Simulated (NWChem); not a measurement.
**Total energies of CN**

```
C
N 1 1.1706
```
Charge 0, spin multiplicity 2.

All runs are NWChem calculations. The geometry was optimised at UB3LYP/def2-SVP, a minimum by its harmonic frequencies.

Basis set: 3-21G (18 functions).

```
method        total energy (Ha)
------------  -----------------
UHF                   -91.68462
UMP2                  -91.83630
UB2PLYP               -92.09081
UPBE                  -92.09003
UB3LYP                -92.19481
ULDA (SVWN5)          -91.39960
```

Total energies of different functionals aren't comparable as a measure of quality: only differences taken within one method are. 

The correlated methods keep 2 core orbitals frozen. B3LYP has NWChem's definition, with VWN1-RPA local correlation. The structure started from a generated list of species. The unpaired electrons of the parent sit in orbitals of symmetry a1 (C2v labels of the run); other states weren't searched. No SCF solution was tested for a lower state. Open-shell Hartree-Fock references start from PBE0 orbitals.
